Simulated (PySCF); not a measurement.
# C4H5PS: the cost of one run

Programs: PySCF 2.14.0, with routines of our own; each step states its level. All values are computed. Atoms count from 0.

### Step 1. The starting structure

11 atoms, charge 0, multiplicity 1; geometry from: GFN2-xTB.

### Step 2. First hyperpolarisability: quadratic response B3LYP/def2-SVPD

The job: settings as JSON, then the geometry in Å.

```
{"job": {"kind": "beta", "xc": "B3LYP", "basis": "def2-SVPD", "wavelengths": [1064, 800]}, "charge": 0, "multiplicity": 1}
C     -1.763552    -0.151331     0.012555
C     -0.277978    -0.029020     0.000193
C      0.435994     1.121914    -0.012768
P      2.200108     1.019252    -0.026308
C      2.178841    -0.682415    -0.014447
S      0.663111    -1.483289     0.000804
H     -2.093109    -0.692307     0.899205
H     -2.106931    -0.703296    -0.862094
H     -2.224310     0.833469     0.010711
H     -0.057462     2.081605    -0.014589
H      3.050712    -1.311911    -0.019225
```

Level: quadratic response B3LYP/def2-SVPD first hyperpolarisability, Taylor convention, gas phase.

Run with:

```console
OMP_NUM_THREADS=1 python excited_run.py task.json out
```

This one command runs all jobs of the session in turn.

**Question.** How long does this first job take on 1 thread of INTEL XEON PLATINUM 8581C at 2.10GHz, shared host, and how much memory does it need?

About 16 s, with a peak of 0.59 GiB.
